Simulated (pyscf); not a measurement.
H₃C–C:–F [singlet] → H₂C=CH–F (hydrogen shift; singlet surface; C–H broken, C–H formed). Single points on ωB97X-D3(BJ)/def2-SVP structures (PySCF, gas phase). MP2 and CC: frozen core, UHF for open shells. ΔMP2 is the change of the MP2 total energy from the triple- to the quadruple-zeta basis. Energies in kJ/mol from the reactant's lowest minimum found.

```csv
level,barrier,reaction energy
ωB97X-D3(BJ)/def2-TZVP,[?],-213.4
r²SCAN/def2-TZVP,61.3,-226.9
B3LYP-D3(BJ)/def2-TZVP,71.7,-222.8
PBE0-D3(BJ)/def2-TZVP,64.4,-225.6
HF/def2-TZVP,111.1,-196.2
CCSD(T)/def2-TZVPP,76.4,-220.4
CCSD(T)/def2-TZVPP + ΔMP2(QZVPP),[?],[?]
```

Question: Complete the blanks.

Answer: 
- ωB97X-D3(BJ)/def2-TZVP, barrier: 77.1
- CCSD(T)/def2-TZVPP + ΔMP2(QZVPP), barrier: 74.7
- CCSD(T)/def2-TZVPP + ΔMP2(QZVPP), reaction energy: -221.4

One saddle was located; it need not be the lowest between these sides. The CCSD(T) − MP2 part came from Ansatz, without density fitting, on the same reference.
